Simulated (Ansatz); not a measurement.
# Y₂AsN: Seebeck coefficient and carrier response

Method: Ansatz 0.2.0, DFT PBEsol, scalar-relativistic, plane waves, PAW. Plane waves to 420 eV; Γ-centred k mesh 12×12×8; Fermi-Dirac smearing of 0.15 eV. No spin polarisation.

Equilibrium structure at this level:
```yaml
crystal:
  lattice:
    - [3.78826, 0.00000, 0.00000]
    - [0.00000, 3.78826, 0.00000]
    - [0.00000, 0.00000, 5.39594]
  atoms:
    - { symbol: Y, position: [0.00000, 0.00000, 0.00000] }
    - { symbol: Y, position: [0.50000, 0.50000, 0.50000] }
    - { symbol: As, position: [0.50000, 0.50000, 0.00000] }
    - { symbol: N, position: [0.00000, 0.00000, 0.50000] }
```

The cell was built by swapping an element in a database structure (itself possibly hypothetical) and relaxing; it need not be the stable form of this composition. In a metal these results depend on the k mesh and the smearing.

Constant relaxation time and rigid bands. The levels are interpolated over the whole zone and filled by a Fermi function at the stated temperature, with the chemical potential set by the electron count. Seebeck coefficients of a few μV/K are small differences and uncertain even in sign.

(1) Give the Drude plasma energies, the density of states at the chemical potential and σ/τ at 300 K.

(2) And the Seebeck coefficient (μV/K)?

Answers

(1)
* Plasma energy xx, yy, zz: 1.73, 1.73, 1.80 eV
* Density of states (thermally broadened): 0.24 states/eV/cell
* Conductivity over τ, xx, yy, zz: 0.6, 0.6, 0.7 ×10²⁰ (Ω·m·s)⁻¹

(2)
| T (K) | Sxx | Syy | Szz |
| --- | --- | --- | --- |
| 300 | -7.6 | -7.6 | -6.0 |
| 600 | -14.6 | -14.6 | -12.9 |
| 900 | -17.0 | -17.0 | -18.6 |